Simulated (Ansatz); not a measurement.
Relaxing BPb2

Level of theory: DFT r2SCAN, scalar-relativistic, plane waves, PAW (Ansatz 0.2.0).

BPb2 was placed on the 2H molybdenite structure type (P6_3/mmc, No. 194), with B in place of Mo, Pb in place of S, at a guessed volume.

The final relaxation ran on this input, with the default PAW datasets:

```yaml
crystal:
  lattice:
    - [3.6379251397, 0.0, 0.0]
    - [-1.8189625699, 3.1505355881, 0.0]
    - [0.0, 0.0, 13.0398606403]
  atoms:
    - { symbol: B, position: [0.3333333333, 0.6666666667, 0.25] }
    - { symbol: B, position: [0.6666666667, 0.3333333333, 0.75] }
    - { symbol: Pb, position: [0.3333333333, 0.6666666667, 0.631276153] }
    - { symbol: Pb, position: [0.6666666667, 0.3333333333, 0.131276153] }
    - { symbol: Pb, position: [0.3333333333, 0.6666666667, 0.868723847] }
    - { symbol: Pb, position: [0.6666666667, 0.3333333333, 0.368723847] }
basis:
  ecutwfc: 500
kpoints:
  mp_grid: { grid: [12, 12, 4] }
hamiltonian:
  xc: r2scan
scf:
  occupations: { method: gaussian, width: 0.1 }
output:
  forces: true
  stress: true
  eigenvalues: true
relax:
  adjacent_minimum: "off"
  f_tol: 0.01
  max_steps: 80
  cell: { stress_tol: 0.05 }
```

Launched as:

```bash
ansatz run input.yaml --threads 1 --pin off --max-ram 2560MiB --backend cpu --events-out ev --progress --plain --runs-dir out
```

The run took 3.9 min on 1 thread of Arm Neoverse V1, with other jobs on the host, peak memory 0.87 GiB.

The program printed at the end:

```
SCF converged after 5 iterations
Free energy (F): -47991.949011 eV
Harris-Foulkes:  -47991.949011 eV  (|F-HF|=2.91e-11)
Internal energy: -47991.940608 eV  (E = F + TS)
E sigma→0 (E₀):  -47991.944810 eV
Entropy (-TS):   -0.008403 eV (-1.400 meV/atom)
Fermi energy:    9.024850 eV
--- Per-component energies (eV) ---
  E_band       = -234.911351
  E_kinetic    = 1239.244676
  E_local      = -4611.058251  (includes V_loc(G=0)·N_el)
  E_nonlocal   = 1428.154380
  E_hartree    = 1851.855169
  E_xc         = -889.235356
  E_vxc        = -654.144919  (∫ρ·V_xc dr)
  E_paw        = -41899.483718  (= ΣΔE_a)
  E_vpaw       = -1387.030305  (= ΣTr[D̂ρ^β])
  E_aug_tail   = 0.000074  (compensation charges beyond the density's cutoff)
  E_vtau       = 46.212695  (kinetic-family band-sum trace: ∫τ·v_τ [+ j·A + Jᵃ·Aᵃ] dr)
  E_ewald      = -5115.242709
  E_core_change = 3.825126  (= ΣΔE_core)
  E_smearing   = -0.008403  (= −TS)
  E_closure    =  0.000000  (closes the sum)
  Σ components = -47991.949011   (vs F -47991.949011, Δ=0.00e0)
--- Forces (eV/Å), atoms counted from 1 ---
  atom   1  B      0.00000000     0.00000000     0.00000000
  atom   2  B      0.00000000     0.00000000     0.00000000
  atom   3  Pb     0.00000000     0.00000000    -0.00047320
  atom   4  Pb     0.00000000     0.00000000    -0.00047320
  atom   5  Pb     0.00000000     0.00000000     0.00047320
  atom   6  Pb     0.00000000     0.00000000     0.00047320
  max |Σ_I F_I| component: 9.25e-18 eV/Å
--- Stress (GPa, compression-positive) ---
       -0.005820       0.000000       0.000000
        0.000000      -0.005820       0.000000
        0.000000       0.000000      -0.005875
  P = ⅓ Tr σ = -0.0058 GPa (-0.058 kbar)
--- Relaxed structure (4 steps of the walk, 3 accepted, 1 SCFs on fresh bases) ---
  F+E_penalty+E_count = -47991.94901095 eV   max|allowed force component| = 4.732e-4 eV/Å   (the final SCF, on the basis selected at the relaxed cell)
  cell:  # Å, volume = 149.4599 Å³
    - [3.655602, 0.000000, 0.0]
    - [-1.827801, 3.165844, 0.0]
    - [0.0, 0.0, 12.914461]
  atoms:
    - { symbol: B, position: [0.333333, 0.666667, 0.250000] }
    - { symbol: B, position: [0.666667, 0.333333, 0.750000] }
    - { symbol: Pb, position: [0.333333, 0.666667, 0.630823] }
    - { symbol: Pb, position: [0.666667, 0.333333, 0.130823] }
    - { symbol: Pb, position: [0.333333, 0.666667, 0.869177] }
    - { symbol: Pb, position: [0.666667, 0.333333, 0.369177] }
```

Absolute energies hang on the potentials; compare differences alone.

The result has space group P6_3/mmc (No. 194). B is coordinated by 6 Pb at 2.61 Å; Pb has 3 B at 2.61 Å and 1 Pb at 3.08 Å.

Against the elements it lies at 0.76 eV/atom. The zero of energy is the elements' standard structures at the same level; no fitted shifts are applied.

For metals, differences of a few meV/atom aren't resolved. Spin–orbit coupling is left out.

A structure relaxed within its symmetry needn't be a true minimum.